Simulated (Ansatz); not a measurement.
# AlSiH (triplet): from Hartree-Fock to the top rungs at distance Al2–H3 = 2.196 Å, 6-31G

Aim: climb from Hartree-Fock through coupled cluster and multireference methods for AlSiH (triplet) at one geometry and basis, and see what each rung misses.

The runs use Ansatz 0.2.0, Gaussian basis; 6-31G, core rule «outside noble gas», up to 10 orbitals frozen.

Plan: UHF; CCSD(T) on ROHF; CCSD(T) on UHF; BCCD(T) on ROHF; CISD; CCSDT(Q) on ROHF; CCSDT(Q) on UHF; CISDTQ; CCSDTQ on ROHF; CCSDTQ on UHF; CASSCF and MRCISD+Q, 4 electrons in 4 orbitals; CASSCF and NEVPT2, 4 electrons in 4 orbitals; CASSCF and MRCISD+Q, 8 electrons in 9 orbitals; CASSCF and NEVPT2, 8 electrons in 9 orbitals; Full CI.

22 further runs of the same task are left out: 3 for a mislabelled method, 1 for a known fault of the program, 13 that didn't finish, 5 set aside as unsound or not needed.

### Step 1. The geometry

The geometry derives from a PBE0/def2-TZVP stationary point (not a proven minimum). One bond is set to the value named and the two fragments are kept rigid.

3 atoms, charge 0, spin multiplicity 3.

Atoms are counted from 1 here; the program's logs count them from 0.

Bond lengths: Si1–Al2 2.333 Å.

Coordinates:

```xyz
3
AlHSi
Si    0.00000    0.00000    2.28764
Al    0.00000    0.00000   -0.04582
H     0.00000    0.00000   -2.24182
```

### Step 2. UHF

File in.yaml:

```yaml
crystal:
  periodic: [false, false, false]
  atoms:
    - {symbol: Si, position_ang: [0.000000, 0.000000, 2.287645]}
    - {symbol: Al, position_ang: [0.000000, 0.000000, -0.045822]}
    - {symbol: H, position_ang: [0.000000, 0.000000, -2.241822]}
basis:
  gaussian: {orbitals: 6-31G}
magnetization: {spin_polarized: true, initial_magnetization: 2}
hamiltonian: {xc: hf}
output: {orbitals: {seedname: orbitals}}
```

On the command line:

```bash
ansatz run in.yaml --threads 1 --pin off --events-out ev --progress --plain --max-ram 2393MiB
```

After this run come: CCSD(T) on ROHF; CCSD(T) on UHF; BCCD(T) on ROHF; CISD; CCSDT(Q) on ROHF; CCSDT(Q) on UHF; CISDTQ; CCSDTQ on ROHF; CCSDTQ on UHF; CASSCF and MRCISD+Q, 4 electrons in 4 orbitals; CASSCF and NEVPT2, 4 electrons in 4 orbitals; CASSCF and MRCISD+Q, 8 electrons in 9 orbitals; CASSCF and NEVPT2, 8 electrons in 9 orbitals; Full CI.

**Question.** What will the summary of the whole plan be? Wanted: FCI below the RHF energy; RMP2 from FCI; UMP2 from FCI; RCCSD from FCI; RCCSD(T) from FCI; UCCSD(T) from FCI; RCCSDT(Q) from FCI; UCCSDT(Q) from FCI; NEVPT2 pair from FCI.

**Answer**, as computed:

```
                         quantity                                                                                                            value
         FCI below the RHF energy                                                                                                       -2.8186 eV
                    RMP2 from FCI                                                                                                  +21.92 kcal/mol
                    UMP2 from FCI                                                                                                  +24.28 kcal/mol
                   RCCSD from FCI                                                                                                   +3.69 kcal/mol
                RCCSD(T) from FCI                                                                                                   +1.28 kcal/mol
                UCCSD(T) from FCI                                                                                                   +1.40 kcal/mol
               RCCSDT(Q) from FCI                                                                                                   +0.04 kcal/mol
               UCCSDT(Q) from FCI                                                                                                   +0.01 kcal/mol
             NEVPT2 pair from FCI                                                                                                  +16.08 kcal/mol
           MRCISD+Q pair from FCI                                                                                                   -0.18 kcal/mol
          NEVPT2 valence from FCI                                                                                                   +4.56 kcal/mol
levels within 1 kcal/mol (43 meV)  RCCSDT, UCCSDT, CISDTQ, RCCSDT(Q), UCCSDT(Q), RCCSDTQ, UCCSDTQ, MRCISD+Q pair, MRCISD valence, MRCISD+Q valence
                    T1 diagnostic                                                                                                            0.043
   effectively unpaired electrons                                                                                                             2.21
```

In words: RCCSD(T) misses by +1.28 kcal/mol, 2.0 % of the correlation energy. MRCISD+Q pair falls below full CI: the +Q correction isn't variational, and the cores differ from full CI's. The occupations show some static correlation. Of the multireference levels listed MRCISD+Q valence comes nearest in total energy (+0.07 kcal/mol), which doesn't show that its space is the better one. These misses are within one basis, not against nature; the frozen cores of restricted and unrestricted runs differ, which can shift their rows.
